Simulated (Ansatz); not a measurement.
The input, for Ansatz 0.2.0:

```yaml
crystal:
  periodic: [false, false, false]
  atoms:
    - {symbol: Sb, position_ang: [0.000000, -0.023094, 0.000000]}
    - {symbol: H, position_ang: [0.000000, 1.394876, -0.920840]}
    - {symbol: H, position_ang: [0.000000, 1.394876, 0.920840]}
basis:
  gaussian: {orbitals: def2-SVP}
total_charge: 1
magnetization: {spin_polarized: true, initial_magnetization: 2}
hamiltonian: {xc: {name: wB97M-V}}
output: {orbitals: {seedname: orbitals}}
```

```sh
$ ansatz run in.yaml --threads 1 --pin off --events-out ev --progress --plain --max-ram 2393MiB
```

Problem. Roughly how long does this take on 1 thread of Arm Neoverse V1, shared host, and how much host memory?

Solution. 12 s wall and 0.16 GiB.

```
  # Of w^i u^j: cxij and so on, Table III.
  gx(w, u) = 1 - cx + cx01*u + cx10*w
  gss(w, u) = css00 + css04*u^4 + css10*w + css20*w^2 + css43*w^4*u^3
  gos(w, u) = cos00 + cos10*w + (cos20 + cos21*u)*w^2 + (cos60 + cos61*u)*w^6
      + integral(e_c_pw_mod_opposite_spin*gos(b97_w_opposite, b97_u_opposite)) + vv10(b, c)
436 factors; integrals over basis functions are off by at most 1.4e-3 eV
114 factors; integrals over basis functions are off by at most 9.1e-6 eV
mean field evaluation 1: about -6555.8263 eV, gradient 7.2e0 eV
mean field evaluation 2: about -6556.1846 eV, gradient 3.0e0 eV
mean field evaluation 4: about -6556.2550 eV, gradient 6.3e-1 eV
mean field evaluation 8: about -6556.2721 eV, gradient 2.8e-2 eV
mean field evaluation 16: about -6556.2721 eV, gradient 5.6e-5 eV
mean field evaluation 32: about -6556.4104 eV, gradient 7.3e-6 eV
mean field -6556.41037697 eV, -240.9436372589 hartree, gradient 1.0e-6 eV, S^2 2.007985; 2 other end points of the search recorded, 0 dependent functions left out
reference -6556.41040572 eV, -240.9436383158 hartree; 13, 11 occupied and 23, 25 virtual orbitals, 436 factors
Total energy: -6556.41040572 eV, -240.9436383158 hartree
```
